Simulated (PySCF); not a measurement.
**HSi(OH) + F₂ → SiF(OH) + HF**

Level: PBE0 in the def2-TZVP basis family, all electrons, no relativity, computed in PySCF with density fitting; open shells unrestricted.

| species | state and structure | ZPE (kJ/mol) | H(298 K) − H(0) (kJ/mol) | S° (J/(mol K)) |
| --- | --- | --- | --- | --- |
| HSi(OH) | singlet, Cs, O–H 0.960 Å, Si–H 1.548 Å, Si–O 1.653 Å; H–O–Si 118.9°, H–Si–O 97.8° | 54.0 | 10.8 | 242.4 |
| F₂ | singlet, D∞h, F–F 1.376 Å | 6.6 | 8.7 | 201.9 |
| SiF(OH) | singlet, Cs, O–H 0.963 Å, Si–F 1.620 Å, Si–O 1.637 Å; F–Si–O 101.5°, H–O–Si 120.2° | 42.8 | 12.1 | 266.7 |
| HF | singlet, C∞v, H–F 0.920 Å | 24.9 | 8.7 | 173.6 |

(1) Is the gas-phase reaction uphill or downhill in electronic energy at this level, and by how much?

(2) Add zero-point, thermal and entropy terms for 298.15 K and 1 bar.

## Answers

(1) At PBE0/def2-TZVP, ΔE = -726.8 kJ/mol, downhill. 

(2) ΔZPE = 7.1 and Δ[H(298) − H(0)] = 1.3 kJ/mol give ΔH° = -718.4 kJ/mol. ΔS° = -4.0 J/(mol K), so ΔG° = -718.4 − 298.15 × (-0.0040) = -717 kJ/mol.

Each species is the lowest minimum found with this bonding; other isomers or fragments can lie lower.
